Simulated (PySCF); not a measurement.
Computed with TPSSh-D3(BJ)/def2-TZVP // PBE0-D3(BJ)/def2-TZVP in PySCF 2.14.0. All species are isolated molecules in the gas phase. 

Reference species (SMILES): `[CH3]` (neutral, multiplicity 2).

```
Property                         Result
-----------------------------  --------
highest occupied spin orbital  -6.06 eV
```

Changed species: `C#[C]` (radical fragment; the reference has radical fragment).

Question: What does the change do to the highest occupied spin orbital?

Answer: the highest occupied spin orbital drops by 1.81 eV, to -7.87 eV.
